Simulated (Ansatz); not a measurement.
A made-up structure of CH6NSi (charge +1), closed shell:

```
atom    x (Å)    y (Å)    z (Å)
  C1  -0.7818   0.6737  -1.0631
  N2   0.2948   0.3095  -0.4921
 Si3   0.4381  -0.6782   1.0721
  H4  -1.7399   0.4020  -0.6271
  H5  -0.7576   1.2538  -1.9823
  H6   1.1587   0.5967  -0.9520
  H7  -0.9765  -0.8957   1.4230
  H8   1.1850   0.2173   1.9723
  H9   0.3858  -0.5819  -0.9795
```

It is relaxed with PBE-D4/def2-SVP and then PBE0-D4/def2-TZVP (Ansatz 0.2.0). Atoms count as bonded within 1.22 times the sum of their covalent radii (H–H: 0.88 Å). The end point is not checked to be a true minimum.

Problem. Does its bonding change? (A judgement: the text doesn't fix the answer.)

Solution. Computed: Yes. Formed: Si3–H9; broken: N2–H9.

Where it ends: The first stage lowers the energy by 4.74 eV in 16 steps. It ends as CH₆NSi ([CH2][NH][SiH3]), total charge +1:
```
9
angstrom
C -0.9349 0.9181 -1.1186
N 0.1756 0.5162 -0.6465
Si 0.4158 -0.6438 0.7816
H -1.8647 0.5738 -0.6726
H -0.9676 1.6019 -1.9632
H 1.0097 0.8764 -1.1100
H -0.9750 -0.9320 1.1743
H 1.1942 0.1569 1.7424
H 1.1533 -1.7703 0.1840
```

Labels in which every atom is bracketed show which atoms are joined, not bond orders.

For scale, one of the runs: PBE0-D4/def2-TZVP relaxation, 135 basis functions, launched by `ansatz run in.yaml --threads 2 --pin off --events-out ev --progress --plain --max-ram 4352MiB`. Hardware: 2 CPU threads of an Arm Neoverse V1, shared host. Wall time about 19 s.
